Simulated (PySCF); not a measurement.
C4H5NO.
Atom-mapped SMILES: `[O:1]=[CH:2][NH:3][C:4]1=[CH:5][CH2:6]1`

Cartesian coordinates in Å at the PBE0-D3(BJ)/def2-SVP level; atoms count from 1:
```xyz
11
C4H5NO angstrom
O      1.450   -0.044   -1.795
C      1.896   -0.204   -0.693
N      1.172   -0.171    0.480
C     -0.170    0.055    0.558
C     -1.256    0.183    1.266
C     -1.390    0.337   -0.232
H      2.975   -0.404   -0.488
H      1.675   -0.328    1.347
H     -1.772    0.189    2.220
H     -1.839   -0.468   -0.836
H     -1.524    1.336   -0.678
```

NICS is the negative of the GIAO shielding at a point without a nucleus: at the ring centre (0) and 1 Å above and below it (1); zz is the component along the ring normal. Level: GIAO B97-2/pcSseg-2 (PySCF, non-relativistic, gas phase) on the PBE0-D3(BJ)/def2-SVP geometry, one conformer.

Ring bond lengths (Å): C4–C5 1.302, C5–C6 1.511, C6–C4 1.480.

Q: Give the NICS values of each ring in ppm.

A: 
```json
{"ring": "C4–C5–C6", "type": "3-membered carbocycle; formal bonds 1 double, 2 single", "NICS(0)": "-31.0", "NICS(1), two faces": "-5.9 / -5.9", "NICS(1)zz, two faces": "-13.4 / -13.4", "rms pucker (Å)": "0.00", "centre to ring atoms, mean (Å)": "0.83"}
```

Q: What can be read from them?

A: 
- C4–C5–C6: mean NICS(1)zz -13.4 ppm, shielded. C6 has four or more neighbours, and the NICS criterion for π rings isn't applied. NICS(0) lies 25 ppm below the mean NICS(1).

Q: At the first NICS(1) probe listed for ring C4–C5–C6, 1 Å off the ring, what do the in-plane components average?

A: The isotropic value is a third of the trace: (3 × -5.9 − (-13.4))/2 = -2.2 ppm.

Q: What are the shieldings of the ring atoms and their hydrogens in the same run (means over atoms taken as equivalent)?

A: 
```csv
atoms,environment,σ isotropic (ppm)
C4,vinylic carbon bearing nitrogen,60.9
C5,alkene CH carbon,106.7
C6,allylic carbon,167.5
H9,vinylic hydrogen,25.83
H10 (×2),methylene hydrogen,29.36
```

Q: How do the values depend on the level or the medium?

A: 
```tsv
level	NICS(0), C4–C5–C6	mean NICS(1)zz, C4–C5–C6
B97-2/pcSseg-2, gas	-31.0	-13.4
PBE0/pcSseg-1, gas	-30.8	-12.8
```

The geometry is the same throughout.
